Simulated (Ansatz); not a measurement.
# The cluster Te₂W+: geometry, orbitals and charge

Aim: characterise the cluster Te₂W+ as a doublet: its structure, frontier levels and distribution of charge and spin.

The runs use Ansatz 0.2.0, Gaussian basis; UKS PBE0-D4/def2-TZVP.

The runs, in order: relaxation at r2SCAN-D4/def2-TZVP; a search for the lowest solution at PBE0-D4/def2-SVP; a single point at PBE0-D4/def2-TZVP.

1 further run of the same task is left out (set aside as unsound or not needed).

### Step 1. Where the work starts

3 atoms, charge 1, spin multiplicity 2.

Atoms are counted from 1 here; the program's logs count them from 0.

Bond lengths: W1–Te2 2.510 Å, W1–Te3 2.509 Å. Angles: Te2–W1–Te3 123.3°.

Geometry (Å):

```xyz
3
charge 1, multiplicity 2
W    -0.5745    0.5024   -0.2214
Te   -0.4660   -0.1988    2.1860
Te    1.0405   -0.3036   -1.9646
```

Te, W take a core potential in the def2 sets. No spin-orbit coupling is included. The ion is computed in the gas phase, without counter-ions or solvent.

The start is a GFN2-xTB geometry.

### Step 2. Optimising with r2SCAN-D4/def2-TZVP

Input file in.yaml:

```yaml
crystal:
  periodic: [false, false, false]
  atoms:
    - {symbol: W, position_ang: [-0.574470, 0.502370, -0.221380]}
    - {symbol: Te, position_ang: [-0.465970, -0.198790, 2.186010]}
    - {symbol: Te, position_ang: [1.040450, -0.303580, -1.964620]}
basis:
  gaussian: {orbitals: def2-TZVP}
total_charge: 1
magnetization: {spin_polarized: true, initial_magnetization: 1}
hamiltonian: {xc: r2scan, dispersion: d4}
scf: {lower_state_search: "off"}
output: {orbitals: {seedname: orbitals}}
relax: {f_tol: 0.02, max_steps: 100}
```

The run is started by

```sh
ansatz run in.yaml --threads 4 --pin off --events-out ev --progress --plain --max-ram 3916MiB
```

Further steps of the session: Searching for the lowest solution, PBE0-D4/def2-SVP; Single point, PBE0-D4/def2-TZVP.

Q: Predict the results of all the runs planned. Wanted: point group; near neighbours of the metal; HOMO, LUMO at PBE0-D4/def2-TZVP; ⟨S²⟩; charge on the metal; spin on the metal.

The runs gave:

```
                                         quantity               value
                                      point group                 C2v
                     near neighbours of the metal  Te 2.45, Te 2.45 Å
HOMO, LUMO at PBE0-D4/def2-TZVP (over both spins)    -11.08, -9.01 eV
                                             ⟨S²⟩               1.414
charge on the metal (Mulliken, PBE0-D4/def2-TZVP)             +0.63 e
                     spin on the metal (Mulliken)                2.58
```

What this shows: The molecule keeps its bonding pattern by the stored test; the atoms moved 0.23 Å (rms), and the angle Te2–W1–Te3 went from 123° to 107°. Of 1 unpaired electron, 2.58 sit on the metal by Mulliken's count, more than all: the ligands carry opposite spin. No usable vibrations, so a minimum isn't proven. Doubts on the single point: spin contamination. Whether this spin is the lowest isn't tested here.
